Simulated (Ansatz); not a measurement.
Rock-salt BaTe was calculated with r²SCAN+SOC in Ansatz (PAW).

Run with plane-wave cutoff 560 eV, 8×8×8 k mesh, Fermi–Dirac smearing 0.01 eV, PAW data made under PBE.

Response to compression and expansion:

| V (Å³/atom) | P (GPa) | direct gap at Γ (eV) | smallest gap on the k mesh (eV) |
|---|---|---|---|
| 41.384 | 2.17 | 3.115 | 1.611 |
| 42.265 | 1.37 | 3.128 | 1.658 |
| 43.145 | 0.65 | 3.139 | 1.701 |
| 44.026 | 0.00 | 3.148 | 1.742 |
| 44.906 | -0.58 | 3.155 | 1.779 |
| 45.787 | -1.10 | 3.124 | 1.814 |
| 46.667 | -1.57 | 3.047 | 1.846 |

The fundamental gap (1.74 eV at the equilibrium volume, with added k points) lies elsewhere than Γ–Γ.

Ansatz is a first-principles code.
